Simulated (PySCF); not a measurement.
C₃H₂ClOP.
Numbering: `[Cl:1][c:2]1[cH:3][p:4][cH:5][o:6]1` (hydrogens: H7 on C3; H8 on C5)

The same species was optimised twice, with GFN2-xTB and with PBE0-D3(BJ)/def2-SVP (PySCF), and the same property calculations (PySCF, gas phase) were run on both structures.

| coordinate | GFN2-xTB | PBE0-D3(BJ)/def2-SVP | change |
| --- | --- | --- | --- |
| C3–P4 (Å) | 1.769 | 1.781 | +0.012 |
| C2–O6 (Å) | 1.332 | 1.339 | +0.007 |
| Cl1–C2 (Å) | 1.710 | 1.703 | -0.007 |
| C5–O6 (Å) | 1.343 | 1.345 | +0.002 |
| C2–C3 (Å) | 1.356 | 1.358 | +0.002 |
| P4–C5 (Å) | 1.708 | 1.708 | 0.000 |
| Cl1–C2–C3 (°) | 127.9 | 129.4 | +1.5 |
| Cl1–C2–O6 (°) | 115.8 | 114.9 | -0.9 |
| C2–O6–C5 (°) | 110.4 | 111.1 | +0.7 |
| C3–C2–O6 (°) | 116.2 | 115.7 | -0.5 |
| P4–C5–O6 (°) | 116.0 | 115.7 | -0.3 |
| C3–P4–C5 (°) | 87.3 | 87.4 | +0.1 |
| C2–C3–P4 (°) | 110.1 | 110.1 | 0.0 |

Rotational constants: A = 7568, B = 1532, C = 1274 MHz (GFN2-xTB) against A = 7582, B = 1525, C = 1270 MHz (PBE0-D3(BJ)/def2-SVP). Point groups within 0.08 Å: Cs and Cs.

On the GFN2-xTB structure: lowest singlet, TDDFT (eV) 5.10 [B3LYP/def2-SVPD]; lowest triplet, Tamm–Dancoff (eV) 3.21 [B3LYP/def2-SVPD]; isotropic polarisability (au) 74.6 [B3LYP/def2-SVPD]; HOMO (eV) -6.80 [B3LYP/def2-SVPD]; LUMO (eV) -1.42 [B3LYP/def2-SVPD]; dipole (D) 0.30 [B3LYP/def2-SVPD]; HOMO (eV) -7.05 [PBE0/pcSseg-1]; LUMO (eV) -1.21 [PBE0/pcSseg-1]; dipole (D) 0.29 [PBE0/pcSseg-1]; GIAO shielding of Cl1 (ppm) 711.4 [PBE0/pcSseg-1]; GIAO shielding of C2 (ppm) 32.8 [PBE0/pcSseg-1]; GIAO shielding of C3 (ppm) 60.1 [PBE0/pcSseg-1]; GIAO shielding of P4 (ppm) 172.2 [PBE0/pcSseg-1]; GIAO shielding of C5 (ppm) -1.8 [PBE0/pcSseg-1]; GIAO shielding of O6 (ppm) -27.6 [PBE0/pcSseg-1].

**Question.** What do these properties become on the PBE0-D3(BJ)/def2-SVP structure?

**Answer.** 
```csv
property,level,on GFN2-xTB,on PBE0-D3(BJ)/def2-SVP,change
"lowest singlet, TDDFT (eV)",B3LYP/def2-SVPD,5.10,5.11,+0.01
"lowest triplet, Tamm–Dancoff (eV)",B3LYP/def2-SVPD,3.21,3.22,+0.01
isotropic polarisability (au),B3LYP/def2-SVPD,74.6,75.0,+0.4
HOMO (eV),B3LYP/def2-SVPD,-6.80,-6.80,0.00
LUMO (eV),B3LYP/def2-SVPD,-1.42,-1.42,0.00
dipole (D),B3LYP/def2-SVPD,0.30,0.25,-0.05
"energy, GFN2-xTB geometry as zero (kcal/mol)",B3LYP/def2-SVPD,0.0,-0.5,-0.5
HOMO (eV),PBE0/pcSseg-1,-7.05,-7.06,-0.01
LUMO (eV),PBE0/pcSseg-1,-1.21,-1.21,0.00
dipole (D),PBE0/pcSseg-1,0.29,0.24,-0.05
"energy, GFN2-xTB geometry as zero (kcal/mol)",PBE0/pcSseg-1,0.0,-0.2,-0.2
GIAO shielding of Cl1 (ppm),PBE0/pcSseg-1,711.4,716.0,+4.6
GIAO shielding of C2 (ppm),PBE0/pcSseg-1,32.8,31.7,-1.1
GIAO shielding of C3 (ppm),PBE0/pcSseg-1,60.1,58.8,-1.3
GIAO shielding of P4 (ppm),PBE0/pcSseg-1,172.2,170.7,-1.5
GIAO shielding of C5 (ppm),PBE0/pcSseg-1,-1.8,-2.7,-0.9
GIAO shielding of O6 (ppm),PBE0/pcSseg-1,-27.6,-34.1,-6.5
```

The heavy atoms differ by 0.012 Å rms after alignment. Among bonds between heavy atoms C3–P4 changes most (+0.012 Å). Changes are differences of the printed values. Neither structure is proved a minimum here.
